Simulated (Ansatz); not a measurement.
Consider the hydrogen abstraction from a B–H bond: `CBS` + H• → `C[B]S`• + H₂.

Program: Ansatz. Geometries: PBE0-D4/def2-TZVP. ΔE: electronic, gas phase. CCSD(T)/CBS is the MP2 limit (def2-TZVPP, def2-QZVPP) plus CCSD(T) − MP2 in def2-TZVPP, frozen cores. This one scheme is used for every species, atoms too. No spin–orbit coupling; open shells (•) take unrestricted orbitals. One conformer a species, not always the lowest.

```tsv
species	CCSD(T)/CBS(def2) energy (Eh)
`CBS`	-463.66090
H•	-0.50000
`C[B]S`•	-462.98666
H₂	-1.17544
```

Task: Work out ΔE.

Result: ΔE = (-462.98666) + (-1.17544) − (-463.66090) − (-0.50000) = -0.00120 Eh = -0.03 eV.

Task: What do rigid-rotor, harmonic-oscillator terms from PBE0-D4/def2-TZVP frequencies (298.15 K, 1 bar) make of the CCSD(T)/CBS value? (An estimate is asked.)

Result: Computed: ΔZPE = -0.02 eV, ΔH = -0.02 eV, ΔS = 25 J/(mol·K), ΔG = -0.10 eV. Open shells count their whole term as degenerate.

Largest T1 diagnostic among the species: 0.015.

Leaving LDA and LC-ωPBE aside and taking each functional with its dispersion term where it has one, the values, not all of them listed here, spread over 0.25 eV, from r2SCAN-D4 to ωB97M-V. LDA lies +0.08 eV from PBE without D4. At CCSD(T), def2-SVP lies +0.12 eV from the extrapolated value and def2-TZVPP +0.01 eV. From PBE to PBE0 (25 % exact exchange), in def2-TZVPP and without D4, ΔE moves by +0.05 eV.
